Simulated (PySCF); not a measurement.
Checking a proposed structure

A compound C5H9N gives the data below (simulated from a calculation) and was assigned the structure `C1=NCCCC1`.

$^{13}$C{$^{1}$H} NMR (computed): δ 130.4 (C), 30.7 (CH3, 3C), 26.2 (C).

$^{1}$H NMR (400 MHz, computed): δ 1.36 (s, 9H).

[PySCF 2.14: structure optimised with GFN2-xTB; σ from GIAO-PBE0/pcSseg-1; one computed conformer; averaged over atoms made equivalent by symmetry, fast rotation or ring inversion; isolated molecule; no relativistic terms]

Chemical shifts δ = σref − σ; TMS for $^{1}$H, $^{13}$C, all at this level.

(1) Compare with the shifts computed for the proposed structure, pairing carbons in order of shift.

(2) Which isomer fits?

## Answers

(1) Mapped SMILES: `[CH:1]1=[N:2][CH2:3][CH2:4][CH2:5][CH2:6]1`. Each H is labelled by its parent atom.

```
atom  computed for proposal  given list  difference
  C1                  165.4       130.4       +35.0
  C3                   53.0        30.7       +22.3
  C6                   32.2        30.7        +1.5
  C4                   26.1        30.7        -4.6
  C5                   22.7        26.2        -3.5
```

The rms difference is 18.8 ppm and the largest +35.0 ppm at C1 (C=N carbon). The proposal also would give 5 carbon signals, not 3. The carbon types in order of shift don't match either: CH, CH2, CH2, CH2, CH2 for the proposal against C, CH3, CH3, CH3, C in the data. The proposal doesn't fit.

(2) `InChI=1S/C5H9N/c1-5(2,3)4-6/h1-3H3`.

- Carbon types of the structure: 2 × C, 3 × CH3, which accounts for all hydrogens.
- δC 130.4: nitrile carbon; C≡N carbons fall here, among the sp2 signals but without a proton.
- δC 30.7: methyl carbon; saturated and bonded to C and H only.
- δC 26.2: quaternary sp3 carbon α to a nitrile; aliphatic region, no heteroatom directly attached.
- δH 1.36: hydrogen on a methyl carbon.

Other isomers checked: [H]/N=C\C1CCC1 (rms 23.8 ppm); C=N/C=C/CC (rms 76.0 ppm).

The shifts were computed for this structure.

Shifts are as computed. Against solution values, carbons near 30 ppm lie about +3 ppm off and those near 130 ppm about +5 ppm. Of 1211 compounds with measured shifts, 218 miss one by over three times the rms of a fit or turn the order of signals round; such compounds aren't used in these exercises.
